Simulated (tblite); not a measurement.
F₂O₂S.
SMILES: `S(F)(=O)(=O)F`

Calculated harmonic vibrations of the isolated species, GFN2-xTB (tblite), most abundant isotopes, no scaling. Against measured fundamentals such values can be off by several per cent, at times by over 20.

Harmonic wavenumbers (cm⁻¹): 295.8, 311.9, 425.2, 429.9, 446.4, 690.8, 714.6, 1172.1, 1406.7.

A = 5027, B = 4849, C = 4761 MHz; mass 101.959 u (most abundant isotopes); point group C2v, symmetry number 2.

Question: What is the zero-point energy?

Answer: ½Σν̃ = 2947 cm⁻¹ = 8.43 kcal/mol.

Question: Entropy at 500 K, 1 bar (ideal gas, RRHO, classical rotation)?

Answer: Translation 42.37, rotation 25.59, vibration 11.92: S = 79.9 cal/(mol K).

Question: And Cp and H(500 K) − H(0)?

Answer: Cp = 21.20 cal/(mol K), of which vibrations give 13.25 (their classical limit is 9 R = 17.9); H(500 K) − H(0) = 7.52 kcal/mol without the zero-point energy, 3.55 from vibrations.

Question: What must be added to the electronic energy to get the Gibbs energy at 500 K and 1 bar?

Answer: ZPE + [H(500 K) − H(0)] − T·S = 8.43 + 7.52 − 39.94 = -23.99 kcal/mol.

Question: Which modes carry the vibrational entropy at 500 K?

Answer: 295.8 cm⁻¹: 2.37; 311.9 cm⁻¹: 2.27; 425.2 cm⁻¹: 1.71; 429.9 cm⁻¹: 1.69; 446.4 cm⁻¹: 1.62; 690.8 cm⁻¹: 0.92 cal/(mol K); the other 3 give 1.36 together.

Question: How do the functions run with temperature in this model?

Answer: 
| T (K) | S (cal/(mol K)) | Cp (cal/(mol K)) | H − H(0) (kcal/mol) | G − H(0) (kcal/mol) | ln q(vib) |
| --- | --- | --- | --- | --- | --- |
| 50 | 49.7 | 8.0 | 0.40 | -2.09 | 0.00 |
| 100 | 55.5 | 9.4 | 0.82 | -4.73 | 0.03 |
| 298.15 | 69.9 | 17.4 | 3.57 | -17.26 | 0.99 |
| 373.15 | 74.0 | 19.2 | 4.95 | -22.65 | 1.52 |
| 750 | 88.9 | 23.3 | 13.12 | -53.59 | 4.13 |
| 1000 | 95.8 | 24.3 | 19.08 | -76.71 | 5.63 |

q(vib) and H(0) count from the zero-point level.

Hindered rotation and anharmonicity are outside this model.
